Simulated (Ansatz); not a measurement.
Run this with Ansatz's Python interface and show what comes out.

The script, `ch3cl.py`:
```python
'''One bond of CH3Cl held at set lengths while the rest relaxes.'''

import ansatz
import numpy as np

GEOMETRY = '''
C    -0.08320   -0.02820    0.06720
Cl    1.43920   -0.27710   -0.69270
H    -0.31760   -0.70560    0.84490
H    -0.83790   -0.08630   -0.70390
H    -0.15060    1.02360    0.44300
'''


def main() -> None:
    system = ansatz.Crystal.molecule()
    for line in GEOMETRY.strip().splitlines():
        symbol, *xyz = line.split()
        system = system.atom(symbol, [float(v) for v in xyz])

    job = system.calculation().basis(gaussian='def2-SVP').functional('PBE0')
    symbols = [site.symbol for site in system.cartesian_sites]
    pairs = [(0, 1), (0, 2), (0, 3), (0, 4)]
    print('held (A)   E (eV)        ', '  '.join(f'{symbols[i]}{i}-{symbols[j]}{j}' for i, j in pairs))
    for length in [0.99, 1.08, 1.17, 1.3, 1.46]:
        report = job.relax(constraints=[ansatz.DistanceConstraint((0, 3), at=length)], force_tolerance=0.02, max_steps=60).run().report
        xyz = np.array(report['positions_ang'])
        print(f'{length:6.2f} {report["free_energy_ev"]:14.5f}  ', '  '.join(f'{np.linalg.norm(xyz[i] - xyz[j]):.3f}' for i, j in pairs))


if __name__ == '__main__':
    main()
```

```console
$ python ch3cl.py
held (A)   E (eV)         C0-Cl1  C0-H2  C0-H3  C0-H4
DeckWarning: relax.constraints: the input's atoms, or those drawn, lie off the distances that are held; a relaxation that starts there is brought onto them ahead of its first SCF, by positions alone, [...]
  0.99   -13598.06565   1.779  1.097  0.990  1.097
  1.08   -13598.30350   1.776  1.097  1.080  1.097
  1.17   -13598.22960   1.772  1.097  1.170  1.097
  1.30   -13597.82439   1.765  1.097  1.300  1.097
  1.46   -13597.12109   1.753  1.096  1.460  1.096
```
(Warnings from the package without file and line, shortened, repeats left out.)

Caveats:
- Total energies depend on the basis set; only differences at equal settings carry meaning.
- The energies are electronic: no zero-point or thermal terms, and the basis set is short of its limit.
- Run time: 25 s on 1 thread of Arm Neoverse V1 (shared host), peak memory 0.17 GiB.
